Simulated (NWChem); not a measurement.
A series in which one site is exchanged, each optimised at PBE0/def2-SVP with NWChem, gas phase unless a solvent is named. This build's default masses of Se (78.918 u) and Br (79.917 u) are each other's, which moves their modes by up to 0.6 %. def2 effective core potentials on Tl; no spin-orbit coupling.

A: Cl (HCl; site = H)
B: ClBr (BrCl; site = Br)
C: [Tl][Cl] (TlCl; site = Tl)
D: [K][Cl] (KCl; site = K)

Values for A:

```
Item                                                  Value
----------------------------------------------------  -----
orbital gap (eV), PBE0/def2-SVP                        9.92
vertical ionisation energy, ΔSCF, PBE0/def2-SVP (eV)  12.60
lowest singlet excitation, PBE0/def2-SVPD, TDA (eV)    7.79
```

**Question.** How do these values change for the other members?

**Answer.** 
```
change from A                                             B      C      D
----------------------------------------------------  -----  -----  -----
orbital gap (eV), PBE0/def2-SVP                       -5.09  -4.29  -5.70
vertical ionisation energy, ΔSCF, PBE0/def2-SVP (eV)  -1.53  -2.49  -4.12
lowest singlet excitation, PBE0/def2-SVPD, TDA (eV)   -4.76  -3.09  -3.90
```
